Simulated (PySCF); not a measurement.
Q: What does the GFN2-xTB structure of `[S-]C1=CC=CS1` look like in three dimensions? (Charge -1.)

A: 
Z-matrix in Å and degrees, rows numbered from 1:
```
S 
C   1  1.6770
C   2  1.3758  1  128.71
C   3  1.4049  2  114.68  1   179.93
C   4  1.3572  3  113.68  2     0.06
S   5  1.7376  4  111.50  3    -0.03
H   3  1.0775  2  121.30  1    -0.03
H   4  1.0812  3  123.24  2  -179.95
H   5  1.0735  4  129.35  3  -179.97
```

The 3 C–C bonds span 1.357 Å (C4–C5, aromatic) to 1.405 Å (C3–C4, aromatic), a spread of 0.048 Å. C4 (aromatic CH carbon) is planar (angles 123.2°, 123.1° and 113.7°, sum 360.0°, 0.00 Å off the plane of its three neighbours). C5 (aromatic CH next to a ring sulfur) is planar (angles 129.3°, 119.2° and 111.5°, sum 360.0°, 0.00 Å off the plane of its three neighbours). The 5-membered ring C2–C3–C4–C5–S6 has internal angles of 91.5° to 114.7°; it is planar, 0.00 Å rms from its mean plane, widest ring torsion 0°.

The geometry is computed with GFN2-xTB (gas phase).

Point group: Cs (every atom within 0.08 Å of its image). GFN2-xTB frequencies: not computed here.
